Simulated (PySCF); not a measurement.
Mayer bond orders and bond lengths

Compound: CHCl₃.
Atom-mapped SMILES: `[Cl:1][CH:2]([Cl:3])[Cl:4]` (hydrogens: H5 on C2)

Structure used (PBE0-D3(BJ)/def2-SVP), in Å, numbered top down from 1:
```
atom  x, y, z in Å
Cl1    0.3618   -1.6219   -0.5088
C2     0.0050   -0.0034    0.1016
Cl3    1.2058    1.1674   -0.4492
Cl4   -1.6293    0.5008   -0.3381
H5     0.0567   -0.0428    1.1945
```

Bond orders from the PBE0/pcSseg-1 density (PySCF). Isolated species at its PBE0-D3(BJ)/def2-SVP geometry, gas phase.

Question: How far do the computed orders between heavy atoms stray from the drawn ones?

Answer: The largest departure is 0.013, at C2–Cl3 (drawn single, 1.013), Cl1–C2 (drawn single, 1.012) and C2–Cl4 (drawn single, 1.012).

Question: Give the Mayer order of every bond between heavy atoms, beside its length.

Answer: 
```json
{"bond": "Cl1–C2", "drawn as": "single", "length (Å)": "1.766", "Mayer order": "1.012"}
{"bond": "C2–Cl3", "drawn as": "single", "length (Å)": "1.765", "Mayer order": "1.013"}
{"bond": "C2–Cl4", "drawn as": "single", "length (Å)": "1.766", "Mayer order": "1.012"}
```

Question: And the bonds to hydrogen?

Answer: C–H: 0.89 (1 bond).

Question: Sum the orders of all bonds at each heavy atom with more than one neighbour and set the sums beside the valence in the SMILES.

Answer: C2 3.929 (drawn 4). Orders between atoms that aren't bonded are not in these sums.

For a closed shell the Mayer order of atoms A and B is Σ (PS)μν (PS)νμ over the basis functions μ on A and ν on B, with P the density and S the overlap matrix.
